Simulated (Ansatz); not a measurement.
**NO2 (doublet): wave-function methods side by side, def2-QZVPP**

One table from this session's results is given with a row withheld; the runs are named, their logs left out.

Computed with Ansatz 0.2.0, Gaussian basis. Level: def2-QZVPP, core rule «outside noble gas», up to 3 orbitals frozen.

The runs, in order: UHF; ROHF; CCSD(T) on UHF.

### The geometry

The geometry is a PBE0/def2-TZVP stationary point (not a proven minimum) of the parent state, kept for this charge and spin.

3 atoms, charge 0, spin multiplicity 2.

Atoms are counted from 1 here; the program's logs count them from 0.

Bond lengths: O1–N2 1.281 Å, N2–O3 1.281 Å. Angles: O1–N2–O3 113.4°.

Geometry (Å):

| atom | x (Å) | y (Å) | z (Å) |
| --- | --- | --- | --- |
| O1 | 0.0000 | -0.2140 | 1.0706 |
| N2 | 0.0000 | 0.4888 | 0.0000 |
| O3 | 0.0000 | -0.2140 | -1.0706 |

The first run:

in.yaml reads:

```yaml
crystal:
  periodic: [false, false, false]
  atoms:
    - {symbol: O, position_ang: [0.000000, -0.213966, 1.070604]}
    - {symbol: N, position_ang: [0.000000, 0.488812, 0.000000]}
    - {symbol: O, position_ang: [0.000000, -0.213966, -1.070604]}
basis:
  gaussian: {orbitals: "def2-QZVPP.json"}
magnetization: {spin_polarized: true, initial_magnetization: 1}
hamiltonian: {xc: hf}
output: {orbitals: {seedname: orbitals}}
```

Started as:

```sh
$ ansatz run in.yaml --threads 1 --pin off --events-out ev --progress --plain --max-ram 2393MiB
```

Among the steps run: UHF; ROHF; CCSD(T) on UHF.

One of the session's tables, all rows but one given; the rest of the session is left out.

```
  method  from UCCSD(T) (kJ/mol)
    ROHF                 +1918.2
     UHF                       ?
    UMP2                  +215.3
   UCCSD                  +100.8
UCCSD(T)                       0
```

Q: Estimate the row for UHF from the others.

**Answer.** from UCCSD(T) (kJ/mol): +1871.3. In the column «from UCCSD(T) (kJ/mol)» it lies between UMP2 (+215.3) and ROHF (+1918.2).

Caveats from the session: The determinant is far from a pure spin state, so its energy mixes those of several spin states (harmless only where they are near-degenerate, as at dissociation).
